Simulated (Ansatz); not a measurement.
# SO+ (sextet): from Hartree-Fock to the top rungs, def2-TZVPP

One table from this session's results is given with a row withheld; the runs are named, their logs left out.

Method: def2-TZVPP, core rule «outside noble gas», up to 6 orbitals frozen; program: Ansatz 0.2.0, Gaussian basis.

Plan: UHF; ROHF; CCSD(T) on UHF.

## What is computed

The geometry is a PBE0/def2-TZVP stationary point (not a proven minimum) of the parent state, kept for this charge and spin.

2 atoms, charge 1, spin multiplicity 6.

Atoms are counted from 1 here; the program's logs count them from 0.

Bond lengths: O1–S2 1.643 Å.

Geometry (Å):

```xyz
2
OS
O     0.00000    0.00000    0.00000
S     0.00000    0.00000    1.64250
```

Set-up of the first run:

Contents of in.yaml:

```yaml
crystal:
  periodic: [false, false, false]
  atoms:
    - {symbol: O, position_ang: [0.000000, 0.000000, 0.000000]}
    - {symbol: S, position_ang: [0.000000, 0.000000, 1.642500]}
basis:
  gaussian: {orbitals: def2-TZVPP}
total_charge: 1
magnetization: {spin_polarized: true, initial_magnetization: 5}
hamiltonian: {xc: hf}
output: {orbitals: {seedname: orbitals}}
```

On the command line:

```console
> ansatz run in.yaml --threads 1 --pin off --events-out ev --progress --plain --max-ram 2816MiB --backend cpu
```

Among the steps run: UHF; ROHF; CCSD(T) on UHF.

One table of the session follows, with a row left open; its other results are not shown here.

```
  method  from UCCSD(T) (kJ/mol)
    ROHF                       ?
     UHF                  +752.3
    UMP2                  +115.3
   UCCSD                   +21.3
UCCSD(T)                       0
```

Q: Estimate the row for ROHF from the others.

**Answer.** from UCCSD(T) (kJ/mol): +777.3. In the column «from UCCSD(T) (kJ/mol)» it is the highest.
